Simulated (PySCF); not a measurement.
Gas-phase reaction: 2 ethylsilane = Si(CH3)4 + SiH4

Computed with PySCF and rigid-rotor harmonic-oscillator thermochemistry at 1 bar. † marks an energy on the PBE0/def2-TZVP geometry and frequencies. All species are closed-shell singlets.

LDA/def2-TZVP† gives ΔH°(298 K) = -105 kJ.

**Question.** What do PBE/def2-TZVP†, ωB97X-V/def2-TZVP†, ωB97M-V/def2-TZVP† give?

**Answer.** PBE/def2-TZVP†: -104 kJ; ωB97X-V/def2-TZVP†: -107 kJ; ωB97M-V/def2-TZVP†: -113 kJ. For scale, ΔH°(298 K) is -105 kJ at this level, -113 kJ at ωB97M-V/def2-TZVP†, and runs from -115 to 35 kJ over the 18 levels computed.
